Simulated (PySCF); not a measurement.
BF₃, SMILES FB(F)F. The structure is a stationary point at PBE-D3(BJ)/def2-TZVP. The isomer is the one that the SMILES or the coordinates give; other isomers of the formula were not compared.

Computed with PBE-D3(BJ)/def2-TZVP run with PySCF.

Harmonic wavenumbers (cm⁻¹): 457, 457, 663, 859, 1421, 1421. Rotational constants (GHz): 10.10, 10.10, 5.048; symmetry number 6.

Q: Work out the zero-point energy and the ideal-gas rigid-rotor harmonic-oscillator thermochemistry at 298.15 K and 1 atm.

A: ZPE = ½ Σ hcν = ½ × 5278 cm⁻¹ = 31.57 kJ/mol. H − E(el) = 43.38 kJ/mol. Entropy in J/(mol K): translation 161.33, rotation 85.31, vibration 8.79, total 255.43. G − E(el) = -32.78 kJ/mol. Cp = 51.45 J/(mol K).
